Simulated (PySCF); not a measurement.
## Static response to an electric field

Species: 1,2-difluoroethane, C2H4F2.
SMILES with atom numbers: `[F:1][CH2:2][CH2:3][F:4]` (hydrogens: H5, H6 on C2; H7, H8 on C3)

Cartesian coordinates in Å at the PBE0-D3(BJ)/def2-TZVP level; atoms count from 1:
```
atom  x, y, z in Å
F1     0.9504    1.2587    0.7734
C2     0.7439    0.0645    0.1174
C3    -0.7170   -0.1706   -0.1138
F4    -1.2098    0.6989   -1.0621
H5     1.1497   -0.7433    0.7358
H6     1.2822    0.1003   -0.8342
H7    -1.2808   -0.0219    0.8116
H8    -0.8689   -1.1945   -0.4724
```

Level: CAM-B3LYP/aug-cc-pVTZ (PySCF), static field, nuclei fixed, core orbitals frozen in the response. The polarisability tensor in these axes (au):

```
x   30.30  0.23  0.88
y    0.23 29.58  0.01
z    0.88  0.01 28.72
```

**Question.** What are the eigenvalues, a third of the trace, and Δα (Δα² = ½Σ(αi − αj)² over the three pairs)?

**Answer.** Principal values 28.32, 29.55 and 30.73 au; mean 29.53 au = 4.38 Å³ = 4.87 × 10⁻⁴⁰ C²·m²/J; Δα = 2.09 au (7 % of the mean).

**Question.** What is the dipole moment, and where does it point?

**Answer.** (0.38, -2.72, 0.38) D, 2.77 D in size, pointing from the negative to the positive side. Measured along this direction, the outermost atoms are F1 and F4 at the negative end and H8 and H5 at the positive end.

**Question.** Give the principal axes and the span of the nuclei along them.

**Answer.** Largest value along (0.90, 0.18, 0.39), where the nuclei span 2.77 Å; middle along (-0.14, 0.98, -0.14), 1.99 Å; least along (-0.41, 0.07, 0.91), 2.54 Å. The strongest response lies along the longest span, while the other two are in reverse order.

**Question.** Refractivity n − 1 of an ideal gas of it at 273.15 K and 1 atm, from the electronic α?

**Answer.** N = p/kT = 2.6868 × 10¹⁹ cm⁻³, so n − 1 = 2π × N × 4.38 × 10⁻²⁴ cm³ = 739 × 10⁻⁶ at long wavelengths, for an ideal gas.

**Question.** Find the Langevin capture rate constant for H3O+ (19.018 u) meeting this molecule (66.028 u), k = 2.342 × 10⁻⁹ cm³/s × √(α in Å³ / reduced mass in u).

**Answer.** The reduced mass is 14.77 u, so k = 1.28 × 10⁻⁹ cm³/s. The formula leaves out the permanent dipole, which adds to the capture rate.

**Question.** Traceless (Buckingham) quadrupole moment about the centre of nuclear charge: eigenvalues?

**Answer.** -5.04, 1.52, 3.52 D·Å. The values depend on the origin, since the dipole doesn't vanish. The electronic extent ⟨r²⟩ about the same centre is 284 bohr², a root-mean-square distance of 1.53 Å for the 34 electrons.

Isolated species at its PBE0-D3(BJ)/def2-TZVP geometry (one conformer only).
